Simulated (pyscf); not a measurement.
Thermochemistry of product channels of H₂C=CH–SiH₃ (SMILES C=C[SiH3]) + H• (SMILES [H]) on the doublet surface, in kcal/mol, from CCSD(T)/def2-TZVPP + ΔMP2(QZVPP) energies (ideal gas, 1 atm, RRHO with modes under 100 cm⁻¹ raised to 100, one conformer, R ln 2 for rigid chiral ones). Single points on ωB97X-D3(BJ)/def2-SVP structures (PySCF, gas phase). MP2 and CC: frozen core, UHF for open shells. ΔMP2 is the change of the MP2 total energy from the triple- to the quadruple-zeta basis.

```
products                              ΔE  ΔH(298 K)  ΔG(600 K)   ΔG(900 K)
---------------------------------  -----  ---------  ---------  ----------
H₃C–CH•–SiH₃ (SMILES C[CH][SiH3])  -42.5      -37.7      -24.6       -17.7
H₃C–CH₂–SiH₂• (SMILES CC[SiH2])    -49.6      -42.3      -27.5  (withheld)
```

Problem. Complete the blanks.

Solution. 
- H₃C–CH₂–SiH₂• (SMILES CC[SiH2]), ΔG(900 K): -19.4

These are energies of the channels, which say nothing of barriers. H₃C–CH•–SiH₃ lies 17.7 kcal/mol over its isomer H₃C–SiH•–CH₃, and others may lie lower still (electronic energy, ωB97M-D3(BJ)). H₃C–CH₂–SiH₂• lies 11.7 kcal/mol over its isomer H₃C–SiH•–CH₃, and others may lie lower still (electronic energy, ωB97M-D3(BJ)). The CCSD(T) − MP2 part came from Ansatz, without density fitting, on the same reference.
